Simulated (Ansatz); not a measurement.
in.yaml

```yaml
crystal:
  periodic: [false, false, false]
  atoms:
    - {symbol: As, position_ang: [-0.007790, -0.392089, 0.010923]}
    - {symbol: F, position_ang: [-0.008623, 0.743461, -1.290823]}
    - {symbol: F, position_ang: [0.039341, 0.802771, 1.247749]}
basis:
  gaussian: {orbitals: cc-pVDZ}
magnetization: {spin_polarized: true, initial_magnetization: 1}
hamiltonian: {xc: {name: B2PLYP}}
correlation: {electrons: outside_noble_gas}
```

```sh
$ ansatz run in.yaml --threads 1 --pin off --events-out ev --progress --plain --max-ram 2393MiB
```

Log:

```
589 factors; integrals over basis functions are off by at most 5.7e-4 eV
mean field evaluation 1: about -66252.7539 eV, gradient 2.7e1 eV
mean field evaluation 2: about -66252.7646 eV, gradient 2.7e1 eV
mean field evaluation 4: about -66255.1941 eV, gradient 9.9e-1 eV
mean field evaluation 8: about -66255.2049 eV, gradient 9.8e-2 eV
mean field evaluation 16: about -66255.2049 eV, gradient 9.4e-5 eV
mean field -66255.20491608 eV, -2434.8338712750 hartree, gradient 4.4e-6 eV, S^2 0.755954; 0 other end points of the search recorded, 0 dependent functions left out
16 core orbitals not correlated: weight in the atoms' cores, before any rotation towards them, 0.996 or more for the frozen orbitals, at most 0.003 for the correlated occupied ones
reference -66255.20500659 eV, -2434.8338746012 hartree; 10, 9 occupied and 29, 30 virtual orbitals, 589 factors
second order -15.29215545 eV of doubles, -0.00000000 eV of singles
Total energy: -66259.33388856 eV, -2434.9856082150 hartree
```

Ran on 1 thread of Arm Neoverse V2, shared host: 2.4 s wall, 0.13 GiB peak host memory.
